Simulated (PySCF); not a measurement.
**HBAl, doublet: vertical spin and charge gaps**

Geometry (PBE0/def2-TZVP stationary point for this spin, not checked as a minimum):

```csv
atom,x (Å),y (Å),z (Å)
B,0.0000,-0.0920,0.3143
Al,0.0000,-0.0334,-1.8050
H,0.0000,0.1253,1.4907
```

Basis 6-31G; PySCF 2.14.0. Only valence electrons are correlated (noble-gas cores frozen). Prefix R: restricted or restricted open-shell reference.

Gaps are energies of the second state less the first, at fixed atoms, for a selection of the levels run; mean-field and cluster levels share one orbital occupation for each state, and full CI takes the lowest of the symmetries tried.

Removing an electron, to the singlet: 6.902 eV at full CI (doublet A'', singlet ion A', in Cs).

```tsv
level	gap (eV)	error (meV)
RHF	6.908	6
RMP2	7.013	111
RCCSD	6.874	-28
RCCSD(T)	6.890	-12
RCCSDT	6.902	0
```

Quartet less doublet: 0.082 eV at full CI (doublet A'', quartet A'', in Cs).

```csv
level,gap (eV),error (meV)
RHF,0.200,118
RMP2,0.031,-51
RCCSD,0.129,47
RCCSD(T),0.093,11
RCCSDT,0.091,9
```

Removing an electron, to the triplet: 7.165 eV at full CI (doublet A'', triplet ion A', in Cs).

```csv
level,gap (eV),error (meV)
RHF,6.742,-423
RMP2,7.009,-156
RCCSD,7.160,-5
RCCSD(T),7.161,-4
RCCSDT,7.163,-2
```

Full CI is exact within this basis and frozen core; it isn't the basis-set limit.
